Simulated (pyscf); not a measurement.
## Four-centre exchange: Cl–B(Cl)–Cl + H₂C=CH₂ → HCl + H₂C=CH–B(Cl)–Cl

Gas phase, singlet surface, charge 0. Bonds broken: Cl1–B2, C5–H7. Bonds formed: Cl1–H7, B2–C5. Single points on ωB97X-D3(BJ)/def2-SVP structures (PySCF, gas phase).

Transition state (Å):

```xyz
10

Cl    -0.1399    -1.4570     1.5155
B     -1.4586    -0.8135     0.0594
Cl    -1.8831    -2.2037    -0.9784
Cl    -2.7896     0.0334     0.9138
C     -0.4006     0.2201    -0.7389
C     -0.3749     1.5515    -0.5281
H      0.0435    -0.3124     0.4077
H      0.1383    -0.2079    -1.5918
H      0.1639     2.2384    -1.1908
H     -0.9058     1.9886     0.3257
```

One imaginary mode, 953i cm⁻¹; descent along it reached the two sides named.

```json
[
 {"bond": "Cl1–B2", "change": "breaks", "reactant side (Å)": "1.743", "saddle": "2.067", "product side": "3.4"},
 {"bond": "C5–H7", "change": "breaks", "reactant side (Å)": "1.095", "saddle": "1.340", "product side": "2.541"},
 {"bond": "Cl1–H7", "change": "forms", "reactant side (Å)": "3.6", "saddle": "1.603", "product side": "1.286"},
 {"bond": "B2–C5", "change": "forms", "reactant side (Å)": "3.3", "saddle": "1.681", "product side": "1.557"}
]
```

Electronic energies relative to the separated reactants (kJ/mol):

```
level                   barrier  reaction energy  reverse barrier
----------------------  -------  ---------------  ---------------
ωB97X-D3(BJ)/def2-TZVP    168.1            +49.9            118.3
PBE/def2-TZVP             143.6            +52.3             91.3
r²SCAN/def2-TZVP          148.6            +51.3             97.4
B3LYP-D3(BJ)/def2-TZVP    166.6            +47.4            119.3
PBE0-D3(BJ)/def2-TZVP     144.9            +47.9             97.0
M06-2X/def2-TZVP          165.5            +50.9            114.6
ωB97M-D3(BJ)/def2-TZVP    170.7            +48.6            122.2
HF/def2-TZVP              265.1            +48.1            217.0
```

With ωB97M-D3(BJ)/def2-TZVP energies and thermal terms (ideal gas, 1 atm, RRHO with modes under 100 cm⁻¹ raised to 100, one conformer, R ln 2 for chiral ones without a mode under 150 cm⁻¹), in kJ/mol:

```json
[
 {"T (K)": "298", "ΔH‡": "159.0", "ΔG‡": "203.0", "ΔH": "+44.2", "ΔG": "+42.6"},
 {"T (K)": "600", "ΔH‡": "162.5", "ΔG‡": "246.5", "ΔH": "+47.0", "ΔG": "+39.9"},
 {"T (K)": "900", "ΔH‡": "166.9", "ΔG‡": "287.5", "ΔH": "+49.1", "ΔG": "+35.8"},
 {"T (K)": "1200", "ΔH‡": "171.1", "ΔG‡": "327.1", "ΔH": "+50.9", "ΔG": "+31.1"}
]
```

The same reactants have a lower exit, to Cl–CH₂–CH₂–B(Cl)–Cl (barrier +96.1 kJ/mol at ωB97M-D3(BJ)/def2-TZVP, against +170.7 kJ/mol here). One saddle was located; it need not be the lowest between these sides.
